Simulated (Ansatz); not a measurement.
**A Morse fit to a bond in OH, doublet, and a point to predict**

Starting geometry (PBE0/def2-TZVP stationary point for this spin, which needn't be the lowest; state Π):

```yaml
atoms:
  - { symbol: O, position_ang: [0.0000, 0.0000, 0.0000] }
  - { symbol: H, position_ang: [0.0000, 0.0000, 0.9731] }
```

Atom H2 moves along the line of the distance O1-H2, all else staying in place. Energies are in eV from the starting point at each level.

Basis cc-pVDZ; Ansatz 0.2.0. Only valence electrons are correlated (noble-gas cores frozen).

Full CI is exact within this basis and frozen core; it isn't the basis-set limit.

```json
{"distance O1-H2 (Å)": "0.761", "full CI": "2.002"}
{"distance O1-H2 (Å)": "0.884", "full CI": "0.276"}
{"distance O1-H2 (Å)": "0.973", "full CI": "0.000"}
{"distance O1-H2 (Å)": "1.048", "full CI": "0.093"}
{"distance O1-H2 (Å)": "1.165", "full CI": "0.540"}
{"distance O1-H2 (Å)": "1.371", "full CI": "?"}
{"distance O1-H2 (Å)": "1.559", "full CI": "2.489"}
{"distance O1-H2 (Å)": "1.817", "full CI": "3.327"}
{"distance O1-H2 (Å)": "2.108", "full CI": "3.798"}
{"distance O1-H2 (Å)": "2.689", "full CI": "4.048"}
{"distance O1-H2 (Å)": "3.235", "full CI": "4.083"}
```

A Morse curve E(r) = E0 + De (1 − exp(−a (r − re)))² is laid through the three points about the minimum (0.884, 0.973, 1.048 Å), with E0 + De set to the last point:

```
  level  re (Å)  a (1/Å)  E0 (eV)  De (eV)  k = 2 De a² (eV/Å²)
full CI   0.980    2.415   -0.001    4.084                 47.7
```

Question: Use the full-CI fit to predict the withheld energy at 1.371 Å.

Answer: exp(−2.415 × (1.371 − 0.980)) = 0.3890; E = -0.001 + 4.084 × (1 − 0.3890)² = 1.524 eV. Full CI in cc-pVDZ gives 1.605 eV, so the Morse form is 0.081 eV too low there (2.0 % of De).

De here is the depth of the well in this basis, without the zero-point term.
